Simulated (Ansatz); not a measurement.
Results of LDA (Ansatz, a quantum-chemistry and plane-wave program, plane waves, PAW) for 1T (CdI2-type) PtSe2.

Run with plane-wave cutoff 520 eV, 24×24×16 k mesh (along the axes of the cell as run), Fermi–Dirac smearing 0.05 eV, scalar-relativistic PAW data made under PBE.

Cell (measured lattice):

```cif
data_PtSe2
_chemical_formula_sum 'Pt1 Se2'
_space_group_name_H-M_alt 'P 1'
_space_group_IT_number 1
_cell_length_a 3.72700
_cell_length_b 3.72700
_cell_length_c 5.08100
_cell_angle_alpha 90.000
_cell_angle_beta 90.000
_cell_angle_gamma 120.000
loop_
_space_group_symop_operation_xyz
  'x, y, z'
loop_
_atom_site_label
_atom_site_type_symbol
_atom_site_fract_x
_atom_site_fract_y
_atom_site_fract_z
_atom_site_occupancy
Pt1 Pt 0.00000 0.00000 0.00000 1
Se1 Se 0.33333 0.66667 0.25139 1
Se2 Se 0.66667 0.33333 0.74861 1
```

**Question.** What does this level give for the elastic constant C33, elastic constant C66, Voigt–Reuss–Hill bulk modulus, elastic constant C11, elastic constant C12, elastic constant C13 and elastic constant C44?

**Answer.** 
elastic constant C33: 16.5 GPa
elastic constant C66: 58.4 GPa
Voigt–Reuss–Hill bulk modulus: 39.8 GPa
elastic constant C11: 174 GPa
elastic constant C12: 57.6 GPa
elastic constant C13: 22.6 GPa
elastic constant C44: 24.4 GPa

Note: the solid has no gap at this level, which affects its response; the cell isn't this level's own, so it is under some stress, which shifts stiffness and frequencies.

Elastic constants are with the ions relaxed.

Spin–orbit coupling is not included.

The computed numbers hold no vibrational or temperature effects.
